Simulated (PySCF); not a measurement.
Compound: C3H8O.
Bonds: C1–C2, C2–C3, C3–O4. Hydrogens: H5, H6, H7 on C1; H8, H9 on C2; H10, H11 on C3; H12 on O4.

Theory: PySCF, PBE0-D3(BJ)/def2-SVP geometry optimisation, gas phase.

List the bond lengths, angles and torsions at this level.

```
               bond  length (pm)
              C1–C2        152.0
              C2–C3        152.0
              C3–O4        140.2
C1–H5, C1–H6, C1–H7        110.1
       C2–H8, C2–H9        110.4
     C3–H10, C3–H11        110.7
             O4–H12         96.3
```

Bonds in one row agree within 1 pm and their mean is given. A selection of angles:
```
     angle  degrees
  C2–C1–H5    111.3
  H5–C1–H6    107.3
  C1–C2–C3    113.1
  C1–C2–H8    110.7
  C1–C2–H9    109.7
  C3–C2–H8    108.2
  C3–C2–H9    108.8
  H8–C2–H9    106.1
  C2–C3–O4    113.3
 C2–C3–H10    109.4
 O4–C3–H10    111.8
 O4–C3–H11    106.3
H10–C3–H11    106.1
 C3–O4–H12    107.8
```

Dihedral angles: C1–C2–C3–O4 177° (antiperiplanar); H12–O4–C3–C2 61° (synclinal). The mirror-image conformer, all signs reversed, is as good.

The 4 heavy atoms lie in one plane (0.017 Å rms). O4 (alcohol oxygen) is bent (angle 107.8°). Of the pairs four or more bonds apart, H9···H12 is among the closest relative to their van der Waals radii: 2.47 Å, 103 % of the sum of Bondi's values.

PBE0-D3(BJ)/def2-SVP frequencies: not computed here. One conformer, not necessarily the lowest (C1–C2–C3–O4 177°, C2–C3–O4–H 61°).
